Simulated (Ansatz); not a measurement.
**C₂H₄ClN: small, medium and large basis sets**

The task here is to estimate one member of a computed series from the others.

Computed with Ansatz 0.2.0, Gaussian basis. Level: one geometry, several basis sets.

Levels to be run: PBE0-D4/def2-SVP; ωB97M-V/def2-SVP; PBE0-D4/def2-QZVPP; ωB97M-V/def2-QZVPP; the functionals' def2-TZVPP values are taken from earlier runs.

## The geometry

The geometry comes from an earlier relaxation with PBE0-D4 in a triple-zeta def2 set; it is a stationary point, not always the lowest conformer.

8 atoms, charge 0, spin multiplicity 1.

Atoms are counted from 1 here; the program's logs count them from 0.

Bond lengths: C1–N2 1.441 Å, C1–H5 1.098 Å, C1–H6 1.093 Å, C1–H7 1.093 Å, N2–C3 1.244 Å, C3–Cl4 1.728 Å, C3–H8 1.094 Å. Angles: N2–C1–H5 113.9°, N2–C1–H6 108.8°, N2–C1–H7 108.8°, H5–C1–H6 109.0°, H5–C1–H7 109.0°, H6–C1–H7 107.0°, C1–N2–C3 117.8°, N2–C3–Cl4 121.7°, N2–C3–H8 126.4°, Cl4–C3–H8 111.9°.

Set-up of the first run:

in.yaml

```yaml
crystal:
  periodic: [false, false, false]
  atoms:
    - {symbol: C, position_ang: [0.026295, 1.056110, 0.245030]}
    - {symbol: N, position_ang: [0.363543, -0.310380, 0.554737]}
    - {symbol: C, position_ang: [0.015515, -1.191457, -0.251526]}
    - {symbol: Cl, position_ang: [0.367296, -2.861332, 0.020669]}
    - {symbol: H, position_ang: [-0.517142, 1.177580, -0.701598]}
    - {symbol: H, position_ang: [-0.579921, 1.462418, 1.058078]}
    - {symbol: H, position_ang: [0.945102, 1.645916, 0.206184]}
    - {symbol: H, position_ang: [-0.528487, -1.035957, -1.187373]}
basis:
  gaussian: {orbitals: def2-SVP}
hamiltonian: {xc: pbe0, dispersion: d4}
output: {orbitals: {seedname: orbitals}}
```

Launch:

```console
$ ansatz run in.yaml --threads 2 --pin off --events-out ev --progress --plain --max-ram 4352MiB
```

Among the steps run: PBE0-D4 in def2-SVP; ωB97M-V in def2-SVP; PBE0-D4 in def2-QZVPP; ωB97M-V in def2-QZVPP.

One table of the session follows, with a row left open; its other results are not shown here.

It belongs to the step «Functionals by basis». 

| functional | basis | HOMO (eV) | LUMO (eV) |
| --- | --- | --- | --- |
| PBE0-D4 | def2-SVP | -7.83 | -0.24 |
| PBE0-D4 | def2-TZVPP | ? | ? |
| PBE0-D4 | def2-QZVPP | -8.04 | -0.61 |
| ωB97M-V | def2-SVP | -10.17 | 2.11 |
| ωB97M-V | def2-TZVPP | -10.37 | 1.73 |
| ωB97M-V | def2-QZVPP | -10.41 | 1.56 |

Q: Estimate the row for PBE0-D4, def2-TZVPP from the others.

The run gave: HOMO (eV): -8.00; LUMO (eV): -0.51. In the column «HOMO (eV)» it lies between PBE0-D4, def2-QZVPP (-8.04) and PBE0-D4, def2-SVP (-7.83).
